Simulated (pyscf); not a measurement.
Single points on ωB97X-D3(BJ)/def2-SVP structures (PySCF, gas phase). Correlated levels are frozen-core, on RHF or UHF. ΔMP2 is the change of the MP2 total energy from the triple- to the quadruple-zeta basis.

Problem. Estimate by transition-state theory (the high-pressure limit) the rate constant of F–CH₂–CH₂–F → H₂C=CH–F + hydrogen fluoride (HF) (singlet surface; C–F, C–H broken, F–H formed) at 1200 K, with CCSD(T)/def2-TZVPP + ΔMP2(QZVPP) energies (ideal gas, 1 atm, RRHO with modes under 100 cm⁻¹ raised to 100, one conformer, R ln 2 for rigid chiral ones; no tunnelling).

Solution. The electronic barrier is 68.0 kcal/mol and the thermal terms add -9.0, so ΔG‡ = 59.0 kcal/mol. With k_BT/h = 2.50e+13 s⁻¹ and RT = 2.385 kcal/mol, k = 4.5e+02 s⁻¹, a half-life of 1.6e-03 s through this channel alone. Wigner's tunnelling factor for 1984i cm⁻¹ would be 1.24. A shift of 1 kcal/mol in the barrier changes k by a factor 1.5. F–CH₂–CH₂–F lies 13.9 kcal/mol over its isomer H₃C–CH(F)–F, and others may lie lower still (electronic energy, ωB97M-D3(BJ)). One saddle was located; it need not be the lowest between these sides. The CCSD(T) − MP2 part came from Ansatz, without density fitting, on the same reference.
